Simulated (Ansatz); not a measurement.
HAlSi, triplet: vertical spin and charge gaps

Geometry (PBE0/def2-TZVP stationary point for this spin, not checked as a minimum):

```yaml
atoms:
  - { symbol: Si, position_ang: [0.0000, 0.0000, 2.0886] }
  - { symbol: Al, position_ang: [0.0000, 0.0000, -0.2449] }
  - { symbol: H, position_ang: [0.0000, 0.0000, -1.8437] }
```

Basis 6-31G; Ansatz 0.2.0. Only valence electrons are correlated (noble-gas cores frozen). Prefix R: restricted or restricted open-shell reference; prefix U: unrestricted. Active spaces: valence = (8e, 9o) chosen from the atoms' valence shells.

Gaps are energies of the second state less the first, at fixed atoms, for a selection of the levels run; each method lands on the state that its own search finds for that charge and spin.

For open shells CISD and CISDTQ are restricted-active-space CI with the open shells as a complete middle space. The determinant of the HAlSi singlet fills πx and πy unequally, so it is a mixture of Σ and Δ, which weighs on every level built on one determinant.

PBE gives 7.908 eV for removing an electron, to the doublet. Estimate what full CI gives in 6-31G.

Full CI in 6-31G gives 7.243 eV, so against it PBE is off by 0.665 eV, of which a good part can be the reference's own basis and frozen-core error.

```json
{"level": "RMP2", "gap (eV)": "7.278", "error (meV)": "35"}
{"level": "RCCSD", "gap (eV)": "7.199", "error (meV)": "-44"}
{"level": "RCCSD(T)", "gap (eV)": "7.230", "error (meV)": "-13"}
{"level": "BCCD(T)", "gap (eV)": "7.227", "error (meV)": "-16"}
{"level": "CISDTQ", "gap (eV)": "7.241", "error (meV)": "-2"}
{"level": "CASSCF (valence space)", "gap (eV)": "6.963", "error (meV)": "-280"}
{"level": "MRCISD (valence space)", "gap (eV)": "7.231", "error (meV)": "-12"}
{"level": "wB97M-V", "gap (eV)": "7.524", "error (meV)": "281"}
{"level": "B2PLYP", "gap (eV)": "7.509", "error (meV)": "266"}
{"level": "RPA-PBE", "gap (eV)": "7.225", "error (meV)": "-18"}
```

Singlet less triplet: 0.608 eV at full CI (triplet A2, singlet A1, in C2v).

By full CI's occupations no single determinant describes the singlet well.

| level | gap (eV) | error (meV) |
| --- | --- | --- |
| RHF | 1.070 | 462 |
| CISD | 0.777 | 169 |
| RCCSD(T) | 0.681 | 73 |
| BCCD(T) | 0.679 | 71 |
| RCCSDT* | 0.651 | 43 |
| CISDTQ | 0.647 | 39 |
| RCCSDTQ* | 0.610 | 2 |
| NEVPT2 (valence space) | 0.599 | -9 |
| MRCISD (valence space) | 0.605 | -3 |
| MRCISD+Q (valence space) | 0.606 | -2 |

An asterisk marks runs whose energy the program itself flagged as in doubt.

Removing an electron, to the quartet: 7.527 eV at full CI (triplet A2, quartet ion A2, in C2v).

```csv
level,gap (eV),error (meV)
RHF,6.928,-599
UHF,6.946,-581
RMP2,7.449,-78
UMP2,7.449,-78
CISD,7.427,-100
RCCSD,7.489,-38
UCCSD,7.489,-38
RCCSD(T),7.518,-9
UCCSD(T),7.518,-9
BCCD(T),7.515,-12
RCCSDT,7.523,-4
UCCSDT,7.523,-4
CISDTQ,7.523,-4
RCCSDT(Q),7.526,-1
UCCSDT(Q),7.527,0
RCCSDTQ,7.527,0
UCCSDTQ,7.527,0
CASSCF (valence space),7.218,-309
NEVPT2 (valence space),7.425,-102
MRCISD (valence space),7.516,-11
MRCISD+Q (valence space),7.527,0
PBE,8.392,865
r2SCAN,8.256,729
PBE0,8.346,819
B3LYP,8.488,961
r2SCANh,8.249,722
wB97M-V,8.384,857
B2PLYP,8.127,600
RPA-PBE,7.866,339
```

Quintet less triplet: 2.558 eV at full CI (triplet A2, quintet B1, in C2v).

```json
{"level": "RHF", "gap (eV)": "1.892", "error (meV)": "-666"}
{"level": "UHF", "gap (eV)": "1.860", "error (meV)": "-698"}
{"level": "CISD", "gap (eV)": "2.430", "error (meV)": "-128"}
{"level": "UCCSD", "gap (eV)": "2.497", "error (meV)": "-61"}
{"level": "RCCSD(T)", "gap (eV)": "2.540", "error (meV)": "-18"}
{"level": "UCCSD(T)", "gap (eV)": "2.540", "error (meV)": "-18"}
{"level": "UCCSDT", "gap (eV)": "2.553", "error (meV)": "-5"}
{"level": "NEVPT2 (valence space)", "gap (eV)": "2.540", "error (meV)": "-18"}
{"level": "MRCISD (valence space)", "gap (eV)": "2.556", "error (meV)": "-2"}
{"level": "PBE0", "gap (eV)": "2.812", "error (meV)": "254"}
```

In so small a basis the reference is far from its limit while semilocal and hybrid functionals are nearer theirs (RPA and double hybrids share part of the reference's basis error), so the functionals' errors here hold much of the reference's basis and frozen-core error, which can add to them or hide them. The set has no polarisation functions, which weighs most on the reference.

Full CI is exact within this basis and frozen core; it isn't the basis-set limit. The frozen core follows each run's orbitals, which can shift R against U totals by a few meV.
